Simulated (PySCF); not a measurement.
Process, species as SMILES: P (PH3) + H+ → [PH4+]
B3LYP-D3(BJ)/def2-TZVP geometries, fixed; electronic energies without zero-point terms; positive where energy is released.

Effect of the grid level at r2SCAN/def2-SVP with PySCF, against the last row, where the proton affinity is 192.07 kcal/mol.

| setting | grid points, largest species | largest shift of a total energy (mEh) | shift of the proton affinity (kcal/mol) |
|---|---|---|---|
| grids.level: 0 | 4104 | 14.163 | 0.581 |
| grids.level: 1 | 16304 | -0.358 | -0.007 |
| grids.level: 2 | 33416 | 0.097 | 0.000 |
| grids.level: 3 | 58416 | 0.024 | 0.001 |
| grids.level: 4 | 91912 | -0.009 | -0.001 |
| grids.level: 5 | 137752 | 0.004 | 0.000 |
| grids.level: 7 | 287848 | 0.000 | 0.000 |

Within 0.05 kcal/mol in the proton affinity: grids.level: 1; grids.level: 2; grids.level: 3; grids.level: 4; grids.level: 5. The largest shift is 14.163 mEh in a total energy and 0.581 kcal/mol in the difference.
